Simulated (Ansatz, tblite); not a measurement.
**SiHCl3: charged states by level of theory**

One table from this session's results is given with a row withheld; the runs are named, their logs left out.

Computed with Ansatz 0.2.0, Gaussian basis. Level: as each input shows.

The runs, in order: charge +1 doublet, at the geometry of the singlet (PBE0-D4/def2-TZVP, PBE-D4/def2-TZVP, r2SCAN-D4/def2-TZVP, HSE06-D4/def2-TZVP, B97M-V/def2-TZVP, r2SCAN0-D4/def2-TZVP, r2SCANh-D4/def2-TZVP, revPBE-D4/def2-TZVP, CCSD(T)/def2-TZVPP); charge +1 doublet, relaxed (PBE0-D4/def2-TZVP, PBE-D4/def2-TZVP); charge -1 doublet, at the geometry of the singlet (PBE0-D4/def2-TZVPD, PBE-D4/def2-TZVPD, r2SCAN-D4/def2-TZVPD); the starting singlet's energies come from earlier runs.

## The structure

The singlet was relaxed beforehand with r2SCAN-D4/def2-SVP.

5 atoms, charge 0, spin multiplicity 1.

Atoms are counted from 1 here; the program's logs count them from 0.

Bond lengths: Si1–H2 1.475 Å, Si1–Cl3 2.049 Å, Si1–Cl4 2.049 Å, Si1–Cl5 2.049 Å. Angles: H2–Si1–Cl3 109.7°, H2–Si1–Cl4 109.6°, H2–Si1–Cl5 109.7°, Cl3–Si1–Cl4 109.3°, Cl3–Si1–Cl5 109.3°, Cl4–Si1–Cl5 109.3°.

The first run:

File in.yaml:

```yaml
crystal:
  periodic: [false, false, false]
  atoms:
    - {symbol: Si, position_ang: [0.000795, -0.001355, 0.118548]}
    - {symbol: H, position_ang: [0.008140, -0.015821, 1.593191]}
    - {symbol: Cl, position_ang: [1.927012, 0.010484, -0.580868]}
    - {symbol: Cl, position_ang: [-0.971739, 1.674424, -0.548481]}
    - {symbol: Cl, position_ang: [-0.964218, -1.667732, -0.582390]}
basis:
  gaussian: {orbitals: def2-SVP}
total_charge: 1
magnetization: {spin_polarized: true, initial_magnetization: 1}
hamiltonian: {xc: pbe0, dispersion: d4}
output: {orbitals: {seedname: orbitals}}
```

The run is started by

```console
> ansatz run in.yaml --threads 2 --pin off --events-out ev --progress --plain --max-ram 4352MiB
```

Among the steps run: Charge +1 doublet at the fixed geometry, first pass, PBE0-D4/def2-SVP; Charge +1 doublet at the fixed geometry, PBE0-D4/def2-TZVP; Charge +1 doublet at the fixed geometry, PBE-D4/def2-TZVP; Charge +1 doublet at the fixed geometry, r2SCAN-D4/def2-TZVP; Charge +1 doublet at the fixed geometry, HSE06-D4/def2-TZVP; Charge +1 doublet at the fixed geometry, B97M-V/def2-TZVP; Charge +1 doublet at the fixed geometry, r2SCAN0-D4/def2-TZVP; Charge +1 doublet at the fixed geometry, r2SCANh-D4/def2-TZVP; Charge +1 doublet at the fixed geometry, revPBE-D4/def2-TZVP; Charge +1 doublet at the fixed geometry, CCSD(T)/def2-TZVPP.

One of the session's tables, all rows but one given; the rest of the session is left out.

Beside −ε(HOMO) of the starting state:

```
               level  −ε(HOMO) (eV)  by difference (eV)  mismatch (eV)
    PBE-D4/def2-TZVP           7.96               10.92          -2.96
 revPBE-D4/def2-TZVP           7.91               10.90          -2.99
 r2SCAN-D4/def2-TZVP           8.35               11.21          -2.87
    B97M-V/def2-TZVP           8.45               11.32          -2.87
r2SCANh-D4/def2-TZVP           8.86               11.39          -2.53
   PBE0-D4/def2-TZVP           9.39               11.47          -2.08
r2SCAN0-D4/def2-TZVP              ?                   ?              ?
  HSE06-D4/def2-TZVP           8.98               11.44          -2.46
```

**Question.** Estimate the row for r2SCAN0-D4/def2-TZVP.

Worked estimate for «−ε(HOMO) (eV)». Against the share of exact exchange, r2SCAN-D4/def2-TZVP (0, 8.35), r2SCANh-D4/def2-TZVP (0.1, 8.86) give a slope of 5.10 per unit share; at 0.25 the line stands at 9.62.

As computed: −ε(HOMO) (eV): 9.64; by difference (eV): 11.64; mismatch (eV): -2.01. In «−ε(HOMO) (eV)» the line misses by -0.02.
